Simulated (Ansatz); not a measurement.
## Worked example: correlation energy of HF⁻, doublet

Geometry: a PBE0/def2-TZVPD stationary point for this spin.

```xyz
2

F     0.0000    0.0000    0.0000
H     0.0000    0.0000    0.9990
```

Basis aug-cc-pVDZ; Ansatz 0.2.0. Only valence electrons are correlated (noble-gas cores frozen), which leaves 9 electrons in 31 orbitals. R marks a restricted (for open shells ROHF) determinant, U an unrestricted one. This anion state lies near or above the neutral species, so the extra electron is weakly bound or unbound and the energies hang on the diffuse functions.

Full CI isn't at hand for all of this; UCCSDTQ serves as the reference, and is uncertain by about the last step of the cluster series.

Runs differ by some tens of microhartree through their thresholds and, for an open shell, their frozen cores, so steps under 0.03 kcal/mol mean nothing.

| level | total energy (hartree) |
| --- | --- |
| UHF | -99.992245 |
| UMP2 | -100.224212 |
| UCCSD | -100.227507 |
| UCCSD(T) | -100.232606 |
| UCCSDT | -100.232884 |
| UCCSDT(Q) | -100.233296 |
| UCCSDTQ | -100.233262 |

Q: What is the correlation energy at UCCSDTQ, and what share of it do UMP2 and UCCSD(T) recover?

A: E(corr) = -100.233262 − (-99.992245) = -0.241017 hartree = -6.558 eV. UMP2: -0.231967 / -0.241017 = 96.25 %. UCCSD(T): -0.240361 / -0.241017 = 99.73 %.

Q: By how many kcal/mol does UCCSD(T) miss UCCSDTQ (1 hartree = 627.509 kcal/mol), and which steps make up the rest?

A: -100.232606 − (-100.233262) = 0.000656 hartree = 0.41 kcal/mol. Steps: UCCSDT − UCCSD(T) = -0.17, UCCSDT(Q) − UCCSDT = -0.26, UCCSDTQ − UCCSDT(Q) = 0.02 kcal/mol. That is within 1 kcal/mol of the reference in this basis, which itself misses far more of the correlation at the basis-set limit.
